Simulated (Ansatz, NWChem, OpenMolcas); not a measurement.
**Worked example: C4H6 → C2 + C2H6**

Gas-phase species: C4H6 (2-butyne) `CC#CC`, singlet; C2, singlet; C2H6 (ethane) `CC`, singlet. This is a balance of energies; it says nothing on the path, which may need atoms to shift.

Shapes, held fixed at every level: PBE0-D4/def2-TZVP. Programs: Ansatz 0.2.0, NWChem 7.3.0, OpenMolcas 26.06. A level may come from different programs for different species; with the same settings they agree closely. Electronic energies: no zero-point or thermal term.

At PBE0/def2-SVP; 1 Eh = 2625.50 kJ/mol:

| species | energy (Eh) |
| --- | --- |
| C4H6 | -155.667319 |
| C2 | -75.714448 |
| C2H6 | -79.663804 |

Problem. Work out ΔE of the reaction at this level.

Solution. 
1. Products less reactants: (-75.714448) + (-79.663804) − [(-155.667319)] = 0.289067 Eh = +758.9 kJ/mol.

Other levels give +698.5 (B3LYP/6-31G* (Cartesian functions)) to +824.9 kJ/mol (HF/def2-SVP). No measured value is set beside it here. PBE0/def2-SVP lies outside the range of the other correlated levels here, so it shouldn't be taken on trust. The median of the other correlated levels is +698.5 kJ/mol.
